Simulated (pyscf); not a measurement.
## Four-centre exchange: HO–Y(OH)–OH + H₂S → HO–Y(OH)–SH + water (H₂O)

Gas phase, singlet surface, charge 0. Bonds broken: Y1–O2, S8–H9. Bonds formed: Y1–S8, O2–H9. PySCF, gas phase, ωB97X-D3(BJ)/def2-SVP geometries.

Transition state (Å):

```xyz
10

Y     -0.8664    -0.4072    -0.7032
O     -1.0675     0.2195     1.3423
O      0.9521    -1.0584    -1.3124
O     -2.5147    -1.2290    -1.5461
H     -1.0582     0.2011     2.3009
H      1.7438    -1.4669    -1.6594
H     -3.2026    -1.7264    -1.9860
S     -1.2702     2.3835    -0.5209
H     -1.2294     1.5337     0.6965
H     -2.5998     2.2421    -0.6950
```

One imaginary mode, 392i cm⁻¹; descent along it reached the two sides named, in the forms told below.

```
bond   change  reactant side (Å)  saddle  product side
-----  ------  -----------------  ------  ------------
Y1–O2  breaks              2.079   2.149         2.380
S8–H9  breaks              1.371   1.485         2.387
Y1–S8   forms                2.9     2.8           2.6
O2–H9   forms              2.000   1.473         0.986
```

Electronic energies relative to the separated reactants (kcal/mol):

```json
[
 {"level": "ωB97X-D3(BJ)/def2-TZVP", "barrier": "-16.1", "reaction energy": "-0.7", "reverse barrier": "-15.4"},
 {"level": "PBE/def2-TZVP", "barrier": "-14.1", "reaction energy": "+2.4", "reverse barrier": "-16.6"},
 {"level": "r²SCAN/def2-TZVP", "barrier": "-14.6", "reaction energy": "+2.6", "reverse barrier": "-17.2"},
 {"level": "B3LYP-D3(BJ)/def2-TZVP", "barrier": "-12.7", "reaction energy": "+3.3", "reverse barrier": "-16.1"},
 {"level": "PBE0-D3(BJ)/def2-TZVP", "barrier": "-14.5", "reaction energy": "+1.0", "reverse barrier": "-15.4"},
 {"level": "M06-2X/def2-TZVP", "barrier": "-12.7", "reaction energy": "+2.1", "reverse barrier": "-14.8"},
 {"level": "ωB97M-D3(BJ)/def2-TZVP", "barrier": "-10.3", "reaction energy": "+3.4", "reverse barrier": "-13.8"},
 {"level": "HF/def2-TZVP", "barrier": "0.6", "reaction energy": "+2.5", "reverse barrier": "-1.9"}
]
```

With ωB97M-D3(BJ)/def2-TZVP energies and thermal terms (ideal gas, 1 atm, RRHO with modes under 100 cm⁻¹ raised to 100, one conformer, R ln 2 for chiral ones without a mode under 150 cm⁻¹), in kcal/mol:

| T (K) | ΔH‡ | ΔG‡ | ΔH | ΔG |
|---|---|---|---|---|
| 298 | -10.8 | -0.4 | +5.2 | +4.8 |
| 600 | -10.5 | 10.1 | +5.2 | +4.4 |
| 900 | -9.8 | 20.3 | +5.0 | +4.1 |
| 1200 | -9.1 | 30.2 | +4.9 | +3.8 |

On the reactant side the descent ends in an adduct with a S–Y contact, 18.1 kcal/mol under the separated species and 2.1 kcal/mol under the saddle at ωB97X-D3(BJ)/def2-TZVP. On the product side the descent ends in an adduct with a O–Y contact, 27.1 kcal/mol under the separated species and 11.8 kcal/mol under the saddle at ωB97X-D3(BJ)/def2-TZVP. At ωB97X-D3(BJ), PBE, r²SCAN, B3LYP-D3(BJ), PBE0-D3(BJ), M06-2X, ωB97M-D3(BJ) the saddle lies under the separated reactants, which points to a path from their complex (located at ωB97X-D3(BJ) alone). At ωB97X-D3(BJ), PBE, r²SCAN, B3LYP-D3(BJ), PBE0-D3(BJ), M06-2X, ωB97M-D3(BJ), HF the saddle lies under the separated products, which points to a path from their complex (located at ωB97X-D3(BJ) alone), and parting the products costs more than the saddle. What is counted as formed (S–Y) is already present as a longer contact in the reactant adduct; forming that adduct is a step of its own. What is counted as broken (O–Y) persists as a longer contact in the product adduct; parting that adduct is a step of its own. This is the saddle that the search found; another between the same sides may lie lower. Elements past Kr carry the def2 core potentials, without spin-orbit coupling.
